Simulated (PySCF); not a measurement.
## Cluster of sulfur difluoride and hydrogen fluoride (F3HS)

A complex built from sulfur difluoride and hydrogen fluoride; neutral, singlet.

```csv
part,name,SMILES,atoms,charge,multiplicity
1,sulfur difluoride,FSF,1–3,0,1
2,hydrogen fluoride,F,4–5,0,1
```

Coordinates in Å:
```
F1     -0.991   -0.466    0.067
S2     -0.033    0.806    0.009
F3      1.359    0.018   -0.044
F4      2.161    2.750   -0.106
H5      2.796    2.081   -0.120
```

In these coordinates S2···F4 is 2.933 Å. Part 2 is then moved rigidly along that line, all else held; at short range other atoms may come into contact.

The starting structure comes from a short search with a few starts; no frequency run checks that it is a minimum, and another way of binding may lie lower.

Level of theory: CCSD(T)/aug-cc-pVDZ and MP2/aug-cc-pVTZ, aug-cc-pVQZ counterpoise interaction energy, frozen core, gas phase, in PySCF 2.14.0. Geometry: PBE0-D3(BJ)/def2-TZVPD.

Counterpoise energies in kJ/mol, cluster less the parts frozen as they stand in it; small is aug-cc-pVDZ, large aug-cc-pVQZ. Estimated limit: HF in aug-cc-pVQZ, MP2 correlation extrapolated as X⁻³ from aug-cc-pVTZ and aug-cc-pVQZ, and CCSD(T) less MP2 in aug-cc-pVDZ; it isn't the exact limit.

(1) How do the values run over the points 2.640, 2.786, 2.933, 3.080, 3.226, 3.666, 4.399, 5.866?

Results:

(1) 
| S2···F4 (Å) | HF large | MP2 large | SCS-MP2 large | CCSD(T) small | CCSD(T) limit est. |
| --- | --- | --- | --- | --- | --- |
| 2.640 | -0.6 | -7.0 | -4.6 | -4.2 | -7.6 |
| 2.786 | -4.7 | -9.4 | -7.6 | -7.7 | -10.0 |
| 2.933 | -6.5 | -10.0 | -8.6 | -8.8 | -10.5 |
| 3.080 | -7.0 | -9.6 | -8.6 | -8.8 | -10.0 |
| 3.226 | -6.8 | -8.7 | -7.9 | -8.2 | -9.0 |
| 3.666 | -5.1 | -5.8 | -5.4 | -5.6 | -5.9 |
| 4.399 | -2.7 | -2.8 | -2.7 | -2.7 | -2.8 |
| 5.866 | -1.0 | -0.9 | -0.9 | -0.9 | -0.9 |

The 8 runs took 31 min in all, one thread each of Arm Neoverse N1 on a shared host, launched as `OMP_NUM_THREADS=1 python cluster_run.py task.json out`.
